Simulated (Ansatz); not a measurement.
System: GeS (Pnma, No. 62). Method: PBE-D3(BJ) (Ansatz, a quantum-chemistry and plane-wave program, plane waves, PAW).

Settings: plane-wave cutoff 520 eV, 16×14×6 k mesh (along the axes of the cell as run), Fermi–Dirac smearing 0.05 eV, scalar-relativistic PAW data made under PBE.

Cell (relaxed at this level):

GeS is taken in the orthorhombic space group Pnma (No. 62), Pearson symbol oP8. Lattice parameters: a = 10.6571 Å, b = 3.6809 Å, c = 4.3559 Å, α = β = γ = 90.00°. Ge on 4c is coordinated by 3 S at 2.462 Å (trigonal pyramidal). S on 4c sees 3 Ge at 2.462 Å (trigonal pyramidal). (Neighbours: up to the widest gap in distance over summed covalent radii, below 1.35, at either atom.)

**Question.** Predict the band gap.

**Answer.** 
* **band gap**: 1.24 eV (on the SCF k mesh)

Measured, for comparison: band gap 1.65 eV (room temperature, no zero-point or thermal correction, our sources range from 1.58 to 1.65; as tabulated in Setten et al. (2017), arXiv:1709.07349).

Spin–orbit coupling is not included.

Static lattice: no zero-point or thermal effects.

It cost very roughly 60 core-minutes of CPU time.
